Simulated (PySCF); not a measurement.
Predicted microwave data (PySCF 2.14.0, PBE0-D3(BJ)/def2-SVP geometry optimisation, gas phase) for one isomer of C2F3N:

* Rotational constants: A = 5755, B = 3231, C = 3229 MHz
* Dipole components: |μa| = 1.11 D, |μb| = 0.00 D, |μc| = 0.00 D
* Inertial defect: -87.74 u·Å²
* κ: -1.00

Question: Which candidate fits, each taken in the one conformer that was computed?
A. `[C-]#[N+]C(F)(F)F`
B. `C(C(F)(F)F)#N`

Answer: A. It is [C-]#[N+]C(F)(F)F, a prolate symmetric top, point group C3v. The candidates at the same level (rigid rotor, commonest isotopes):

| SMILES | A (MHz) | B (MHz) | C (MHz) | μa (D) | μb (D) | μc (D) | Δ (u·Å²) | point group | rotor |
| --- | --- | --- | --- | --- | --- | --- | --- | --- | --- |
| N#CC(F)(F)F | 5733 | 2956 | 2956 | 1.33 | 0.00 | 0.00 | -88.14 | C3v | prolate symmetric top |
| [C-]#[N+]C(F)(F)F | 5755 | 3231 | 3229 | 1.11 | 0.00 | 0.00 | -87.74 | C3v | prolate symmetric top |

`N#CC(F)(F)F` has B 9 % too low. In the right answer the symmetry axis of this C3v structure is a, so μb and μc vanish by symmetry. No structure here is proved a minimum.
